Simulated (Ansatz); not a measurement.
H₂Ge–N⁺, quintet: reading a ladder of total energies

Geometry: that of the H2Ge–N, quartet, kept fixed. The triplet lies 1.8 eV lower here.

```xyz
4

Ge   -0.0346    0.0000    0.2958
N     0.0724    0.0000   -1.6458
H     0.7424   -1.2582    0.7751
H     0.7424    1.2582    0.7751
```

Basis cc-pVTZ; Ansatz 0.2.0. Correlated methods freeze the noble-gas cores and the filled d shells of p-block atoms, which leaves 10 electrons in 86 orbitals. R marks a restricted (for open shells ROHF) determinant, U an unrestricted one. No spin–orbit coupling is included, and no scalar relativity.

Full CI isn't at hand for all of this; UCCSDT(Q) serves as the reference, and is uncertain by about the last step of the cluster series.

Runs differ by some tens of microhartree through their thresholds and, for an open shell, their frozen cores, so steps under 0.03 kcal/mol mean nothing.

```
    level  total energy (hartree)
      UHF            -2130.599910
     UMP2            -2130.776242
    UCCSD            -2130.811603
 UCCSD(T)            -2130.817521
   UCCSDT            -2130.818788
UCCSDT(Q)            -2130.818980
```

Q: What is the correlation energy at UCCSDT(Q), and what share of it do UMP2 and UCCSD(T) recover?

A: E(corr) = -2130.818980 − (-2130.599910) = -0.219070 hartree = -5.961 eV. UMP2: -0.176332 / -0.219070 = 80.49 %. UCCSD(T): -0.217611 / -0.219070 = 99.33 %.

Q: By how many kcal/mol does UCCSD(T) miss UCCSDT(Q) (1 hartree = 627.509 kcal/mol), and which steps make up the rest?

A: -2130.817521 − (-2130.818980) = 0.001459 hartree = 0.92 kcal/mol. Steps: UCCSDT − UCCSD(T) = -0.80, UCCSDT(Q) − UCCSDT = -0.12 kcal/mol. Differences between like states or geometries often cancel part of this.
